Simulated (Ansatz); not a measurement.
A nudged elastic band was laid between two geometries of CH₃NO (6 atoms, charge 0, multiplicity 1).

Method: RKS B3LYP-D4/6-31G* (Ansatz).

```json
{"movable images": "9", "climbing image": "yes", "spring": "5.0 eV/Å²", "optimiser": "quadratic models (default)", "start path": "IDPP", "force threshold": "0.03 eV/Å", "iteration limit": "60", "end points": "relaxed"}
```

First end point:

```xyz
6
Properties=species:S:1:pos:R:3
N 0.148 -0.608 -0.334
C -0.128 0.557 0.314
O -1.232 0.901 0.691
H -0.608 -1.247 -0.543
H 1.081 -0.838 -0.642
H 0.782 1.171 0.469
```

Last end point:

```xyz
6
Properties=species:S:1:pos:R:3
N 0.144 -0.596 -0.357
C -0.128 0.554 0.319
O -1.235 0.910 0.673
H 1.086 -0.853 -0.613
H -0.614 -1.226 -0.582
H 0.789 1.147 0.514
```

Q: What changes between the two ends?

A: No bond is made or broken. The dihedral H4–N1–C2–O3 goes from 1 to -179°. The two ends are copies of one structure, up to a mirror image or an exchange of like atoms.

Q: What energy profile does the band end with?

A: The forces met the threshold. The highest image is number 5 of 0 to 10, 17.9 kcal/mol above the ends, which have the same energy within 2 meV. A vibrational analysis at the climbing image gives one clearly imaginary mode, 554i cm⁻¹: a first-order saddle point.

```json
{"image": "0", "path coordinate (Å)": "0.00", "energy (kcal/mol)": "0.0", "dihedral H4–N1–C2–O3 (°)": "1"}
{"image": "1", "path coordinate (Å)": "0.31", "energy (kcal/mol)": "1.1", "dihedral H4–N1–C2–O3 (°)": "6"}
{"image": "2", "path coordinate (Å)": "0.63", "energy (kcal/mol)": "5.1", "dihedral H4–N1–C2–O3 (°)": "-4"}
{"image": "3", "path coordinate (Å)": "0.94", "energy (kcal/mol)": "10.8", "dihedral H4–N1–C2–O3 (°)": "-18"}
{"image": "4", "path coordinate (Å)": "1.25", "energy (kcal/mol)": "15.9", "dihedral H4–N1–C2–O3 (°)": "-35"}
{"image": "5", "path coordinate (Å)": "1.56", "energy (kcal/mol)": "17.9", "dihedral H4–N1–C2–O3 (°)": "-55"}
{"image": "6", "path coordinate (Å)": "1.88", "energy (kcal/mol)": "15.9", "dihedral H4–N1–C2–O3 (°)": "-77"}
{"image": "7", "path coordinate (Å)": "2.19", "energy (kcal/mol)": "10.8", "dihedral H4–N1–C2–O3 (°)": "-100"}
{"image": "8", "path coordinate (Å)": "2.50", "energy (kcal/mol)": "5.1", "dihedral H4–N1–C2–O3 (°)": "-123"}
{"image": "9", "path coordinate (Å)": "2.81", "energy (kcal/mol)": "1.1", "dihedral H4–N1–C2–O3 (°)": "-148"}
{"image": "10", "path coordinate (Å)": "3.13", "energy (kcal/mol)": "0.0", "dihedral H4–N1–C2–O3 (°)": "-179"}
```

Q: What is the geometry of the highest image?

A: 
```xyz
6
Properties=species:S:1:pos:R:3:forces:R:3
N 0.418 -0.707 -0.198 0.00 0.01 0.01
C -0.065 0.546 0.339 0.01 -0.02 0.00
O -1.067 1.120 -0.008 -0.01 0.01 0.00
H -0.339 -1.388 -0.098 0.00 0.00 0.00
H 0.505 -0.585 -1.211 0.00 0.00 0.00
H 0.591 0.951 1.130 0.00 0.00 0.00
```

Q: What are the harmonic wavenumbers there?

A: 554i, 595, 875, 927, 1111, 1254, 1420, 1645, 1832, 3016, 3422, 3498 cm⁻¹.

Run time: 4.9 min on 1 thread of Intel(R) Xeon(R) Processor @ 2.50GHz (Skylake/Cascade Lake), on a shared host, peak memory 0.11 GiB.
